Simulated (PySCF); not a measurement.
# Relaxation of singlet SF₄

Method: PBE0 in PySCF with S def2-TZVP, F def2-TZVP; no relativity; density-fitted integrals. A (50,194) grid was used.

A start displaced from a saddle point along its imaginary mode, of C2v symmetry, held to at least that symmetry:

Coordinates in bohr (charge 0 multiplicity 1):
```
S     0.0000    0.0000    0.7248
F     2.7595    0.0000   -0.5072
F     0.0000    2.9646   -0.1027
F    -2.7595    0.0000   -0.5072
F     0.0000   -2.9646   -0.1027
```

Optimiser trace:
| step | E − E(last) (kJ/mol) | largest gradient (Eh/bohr) |
| --- | --- | --- |
| 0 | 39.14 | 0.00563 |
| 1 | 33.51 | 0.00610 |
| 2 | 24.70 | 0.01138 |
| 3 | 14.20 | 0.01328 |
| 4 | 5.65 | 0.01923 |
| 5 | 0.90 | 0.00818 |
| 6 | 0.18 | 0.00351 |
| 7 | 0.02 | 0.00163 |
| 8 | 0.00 | 0.00033 |
| 9 | 0.00 | 0.00007 |

It ends at C2v with S–F 1.553 Å (×2), S–F 1.649 Å (×2); F–S–F 87.6° (×4), F–S–F 101.3°, F–S–F 172.5° (after a last refinement on a finer grid). A frequency run shows a minimum.

The relaxation took 19 s on 4 threads of a shared Arm Neoverse V1 host, with 161 basis functions and 10 gradients; the process peaked at 1.9 GiB. Launch command: `OMP_NUM_THREADS=4 python axn.py task.json out`.
